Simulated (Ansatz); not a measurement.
C4H6OS, SMILES `O=C1CCSC1`. The species carries charge 0 and has multiplicity 1. The structure was optimised at the PBE0-D4/def2-TZVP level.

```xyz
12

O     1.219    0.746    1.810
C     0.580    0.470    0.834
C     0.731   -0.805    0.029
C    -0.509   -0.981   -0.823
S    -0.997    0.696   -1.328
C    -0.495    1.384    0.258
H     1.612   -0.666   -0.608
H     0.935   -1.642    0.699
H    -1.319   -1.451   -0.260
H    -0.332   -1.567   -1.724
H    -0.100    2.393    0.145
H    -1.326    1.423    0.969
```

(1) What is the dipole moment at B3LYP/def2-TZVPP? (An estimate is asked.)

(2) And with PBE, r2SCAN, ωB97M-V? (An estimate is asked.)

(3) Give the Mulliken charges with B3LYP, PBE, ωB97M-V in def2-TZVPP. (Best estimate.)

Answers

(1) Computed: 1.94 D, with components (-0.74, -1.46, -1.04) D in this frame, pointing from negative to positive charge.

(2) The calculation gave: PBE 1.78 D, r2SCAN 1.85 D, ωB97M-V 1.96 D.

(3) The calculation gave: 
```json
{"atom": "O1", "B3LYP": "-0.26", "PBE": "-0.22", "ωB97M-V": "-0.27"}
{"atom": "C2", "B3LYP": "0.13", "PBE": "0.07", "ωB97M-V": "0.15"}
{"atom": "C3", "B3LYP": "-0.09", "PBE": "-0.08", "ωB97M-V": "-0.15"}
{"atom": "C4", "B3LYP": "-0.15", "PBE": "-0.14", "ωB97M-V": "-0.23"}
{"atom": "S5", "B3LYP": "-0.12", "PBE": "-0.14", "ωB97M-V": "-0.06"}
{"atom": "C6", "B3LYP": "-0.11", "PBE": "-0.08", "ωB97M-V": "-0.18"}
{"atom": "H7", "B3LYP": "0.09", "PBE": "0.09", "ωB97M-V": "0.12"}
{"atom": "H8", "B3LYP": "0.09", "PBE": "0.08", "ωB97M-V": "0.11"}
{"atom": "H9", "B3LYP": "0.10", "PBE": "0.10", "ωB97M-V": "0.13"}
{"atom": "H10", "B3LYP": "0.11", "PBE": "0.10", "ωB97M-V": "0.13"}
{"atom": "H11", "B3LYP": "0.12", "PBE": "0.11", "ωB97M-V": "0.14"}
{"atom": "H12", "B3LYP": "0.10", "PBE": "0.10", "ωB97M-V": "0.13"}
```

B3LYP here is the variant with VWN-RPA as its local correlation; programs differ in this.
